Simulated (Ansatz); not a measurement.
# CHOSi+ (triplet): the correlation ladder, cc-pVTZ

An exercise on one series of results from a longer session: the logs are not shown, and one member is left open.

Computed with Ansatz 0.2.0, Gaussian basis. Level: cc-pVTZ, core rule «outside noble gas», up to 7 orbitals frozen.

Plan: UHF; CCSD(T) on ROHF; CCSD(T) on UHF; BCCD(T) on ROHF; CCSDT(Q) on ROHF; CCSDT(Q) on UHF.

6 further runs of the same task are left out: 1 for a known fault of the program, 5 set aside as unsound or not needed. Runs told in other sessions of the task aren't counted.

**The system**

The geometry is a PBE0/def2-TZVP stationary point (not a proven minimum) of the parent state, kept for this charge and spin.

4 atoms, charge 1, spin multiplicity 3.

Atoms are counted from 1 here; the program's logs count them from 0.

Bond lengths: C1–Si2 1.820 Å, C1–H4 1.084 Å, Si2–O3 1.530 Å. Angles: Si2–C1–H4 150.6°, C1–Si2–O3 122.3°.

Geometry (Å):

```xyz
4
charge 1, multiplicity 3
C     0.0000   -0.2316    1.6429
Si    0.0000    0.4195   -0.0561
O     0.0000   -0.4954   -1.2818
H     0.0000   -1.0665    2.3344
```

The first run:

in.yaml reads:

```yaml
crystal:
  periodic: [false, false, false]
  atoms:
    - {symbol: C, position_ang: [0.000000, -0.231556, 1.642911]}
    - {symbol: Si, position_ang: [0.000000, 0.419511, -0.056146]}
    - {symbol: O, position_ang: [0.000000, -0.495400, -1.281834]}
    - {symbol: H, position_ang: [0.000000, -1.066454, 2.334393]}
basis:
  gaussian: {orbitals: cc-pVTZ}
total_charge: 1
magnetization: {spin_polarized: true, initial_magnetization: 2}
hamiltonian: {xc: hf}
output: {orbitals: {seedname: orbitals}}
```

Launch:

```bash
$ ansatz run in.yaml --threads 1 --pin off --events-out ev --progress --plain --max-ram 4096MiB --backend cpu
```

Steps of the session up to this table: UHF; CCSD(T) on ROHF; CCSD(T) on UHF; BCCD(T) on ROHF; CCSDT(Q) on ROHF; CCSDT(Q) on UHF.

One table of the session follows, with a row left open; its other results are not shown here.

```
   method  from RCCSDT(Q) (meV)
     ROHF              +13497.7
     RMP2               +1101.4
     UMP2               +1119.4
    RCCSD                +822.7
    UCCSD                +818.1
 RCCSD(T)                 +95.0
 UCCSD(T)                 +94.7
  BCCD(T)                 +98.1
   RCCSDT                 +63.6
   UCCSDT                 +61.7
RCCSDT(Q)                     0
UCCSDT(Q)                     ?
```

Estimate the missing values for UCCSDT(Q).

As computed: from RCCSDT(Q) (meV): -31.3. In the column «from RCCSDT(Q) (meV)» it is the lowest.

Left out of the table: UHF (another determinant or state than the rows shown).

Caveats from the session: The determinant of HF (⟨S²⟩ 2.89) is far from a pure spin state, so its energy mixes those of several spin states; that is harmless only where they are near-degenerate. Warnings: spin contamination; coupled cluster took another determinant than the lowest. Restricted and unrestricted rows rest on different reference determinants; a gap between their highest levels can come from leftover correlation error, from unlike frozen cores or from another state.
